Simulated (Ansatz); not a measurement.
## Scan of the O1–Si2–O3–H7 dihedral angle

SiH$_{4}$O$_{2}$ (SMILES O[SiH2]O), singlet, at its PBE0-D4/def2-TZVP minimum:

```json
{"atom": "O1", "x (Å)": "-1.4110", "y (Å)": "-0.1288", "z (Å)": "0.2647"}
{"atom": "Si2", "x (Å)": "0.1202", "y (Å)": "0.4080", "z (Å)": "0.0144"}
{"atom": "O3", "x (Å)": "1.1880", "y (Å)": "-0.7927", "z (Å)": "-0.3224"}
{"atom": "H4", "x (Å)": "-1.8734", "y (Å)": "-0.5206", "z (Å)": "-0.4777"}
{"atom": "H5", "x (Å)": "0.1973", "y (Å)": "1.2933", "z (Å)": "-1.1705"}
{"atom": "H6", "x (Å)": "0.4643", "y (Å)": "1.1019", "z (Å)": "1.2768"}
{"atom": "H7", "x (Å)": "1.3760", "y (Å)": "-1.4291", "z (Å)": "0.3691"}
```

The dihedral angle O1–Si2–O3–H7 (-66.0° at the minimum) is set to the values below, the two halves turning rigidly about the central bond. Each method's energies count from its own value at the PBE0-D4 minimum structure. Program: Ansatz 0.2.0. Basis: def2-TZVPP. Cores are frozen in the correlated methods. B3LYP uses VWN-RPA correlation.

```json
{"dihedral angle (°)": "-146.6", "CCSD(T) (eV)": "0.1025", "B3LYP-D4 (eV)": "0.1001", "HF (eV)": "0.0967"}
{"dihedral angle (°)": "-110.6", "CCSD(T) (eV)": "0.0504", "B3LYP-D4 (eV)": "0.0486", "HF (eV)": "0.0516"}
{"dihedral angle (°)": "-74.6", "CCSD(T) (eV)": "0.0022", "B3LYP-D4 (eV)": "0.0022", "HF (eV)": "0.0034"}
{"dihedral angle (°)": "-38.6", "CCSD(T) (eV)": "0.0241", "B3LYP-D4 (eV)": "0.0227", "HF (eV)": "0.0193"}
{"dihedral angle (°)": "-2.6", "CCSD(T) (eV)": "0.0968", "B3LYP-D4 (eV)": "0.0929", "HF (eV)": "0.0877"}
{"dihedral angle (°)": "33.4", "CCSD(T) (eV)": "0.1305", "B3LYP-D4 (eV)": "0.1274", "HF (eV)": "0.1232"}
{"dihedral angle (°)": "69.4", "CCSD(T) (eV)": "0.0995", "B3LYP-D4 (eV)": "0.0987", "HF (eV)": "0.0987"}
{"dihedral angle (°)": "105.4", "CCSD(T) (eV)": "0.0701", "B3LYP-D4 (eV)": "0.0684", "HF (eV)": "0.0718"}
{"dihedral angle (°)": "141.4", "CCSD(T) (eV)": "0.0790", "B3LYP-D4 (eV)": "0.0767", "HF (eV)": "0.0753"}
{"dihedral angle (°)": "177.4", "CCSD(T) (eV)": "0.1050", "B3LYP-D4 (eV)": "0.1038", "HF (eV)": "0.0960"}
```

Largest difference from the CCSD(T) curve over the scan: PBE-D4 0.0035; r2SCAN-D4 0.0046; PBE0-D4 0.0037; wB97M-V 0.0031 eV. Each curve counts from its own value at the minimum.

T1 diagnostic: at most 0.012.

For scale, one of the runs: CCSD(T)/def2-TZVPP, 160 basis functions (an equivalent command: `ansatz run in.yaml --threads 2`). The run took 17 s on 2 CPU threads (shared host), with 1.2 GiB of host memory at its peak.
